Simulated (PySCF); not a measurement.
# C5H7N: the cost of one run

Programs: PySCF 2.14.0, with density-fitted response routines of our own. Each step states its level of theory. These are calculated values for one molecule in the gas phase, unless marked as measured. Atoms count from 0, in the outputs and in this text.

## (1) The molecule as given

13 atoms, charge 0, multiplicity 1; geometry from: MMFF94s. The atoms were then displaced at random by about 0.03 Å, so the start is not that level's minimum.

Bonds of the start (Å): C0–N1 1.29, N1–C2 1.51, C2–C3 1.45, C3–C4 1.38, C4–C5 1.35, C4–C2 1.36, C0–H6 1.08, C0–H7 1.19, C2–H8 1.01, C3–H9 1.14, C3–H10 1.12, C5–H11 1.08, C5–H12 1.14.

## (2) Optimising the geometry at PBE0-D3(BJ)/def2-SVP

What the job is given:

```
{"job": {"xc": "PBE0", "basis": "def2-SVP", "d3": "d3bj", "grid": 1, "shake": 0.03, "kind": "geom"}, "charge": 0, "multiplicity": 1}
C      2.316720     0.261070     0.095090
N      1.417410    -0.608720     0.418940
C      0.153110    -0.689120    -0.408810
C     -0.944540    -1.240080     0.353340
C     -0.916110     0.077430    -0.058750
C     -1.475970     1.302850    -0.050860
H      3.224930     0.466550     0.639530
H      2.113130     1.044690    -0.771810
H      0.320960    -0.939650    -1.368500
H     -1.738360    -1.869740    -0.168850
H     -0.975100    -1.477250     1.443920
H     -0.939190     2.138580    -0.469010
H     -2.526370     1.481280     0.367970
```

On the command line:

```
> OMP_NUM_THREADS=1 python probes_run.py task.json out
```

This one command runs all jobs of the session in turn.

Q: Estimate the wall time and peak memory of this first job on 1 thread of Arm Neoverse V1, shared host.

About 74 s, with a peak of 0.49 GiB.
